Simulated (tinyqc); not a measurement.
Worked calculation: UKS/BLYP in the sto-3g basis, for CH, spin multiplicity 4. One step of it, computed by the program tinyqc.

Question. Orthogonalisation. S = U s U^T; symmetric (Loewdin) form X = U s^(-1/2) U^T, so that X^T S X = 1.

overlap S, lower triangle:
```
           1C 1s     1C 2s    1C 2px    1C 2py    1C 2pz     2H 1s
1C 1s   1.000000
1C 2s   0.248362  1.000000
1C 2px  0.000000  0.000000  1.000000
1C 2py  0.000000  0.000000  0.000000  1.000000
1C 2pz  0.000000  0.000000  0.000000  0.000000  1.000000
2H 1s   0.009341  0.144379  0.000000  0.000000  0.176487  1.000000
```

Give: eigenvalues of S; X.

Answer.

eigenvalues of S: 0.6996  0.8516  1.0000  1.0000  1.1392  1.3097

X, lower triangle:
```
          1C 1s    1C 2s  1C 2px  1C 2py   1C 2pz   2H 1s
1C 1s    1.0244
1C 2s   -0.1305   1.0329
1C 2px   0.0000   0.0000  1.0000
1C 2py   0.0000   0.0000  0.0000  1.0000
1C 2pz  -0.0015   0.0103  0.0000  0.0000   1.0121
2H 1s    0.0096  -0.0768  0.0000  0.0000  -0.0913  1.0205
```
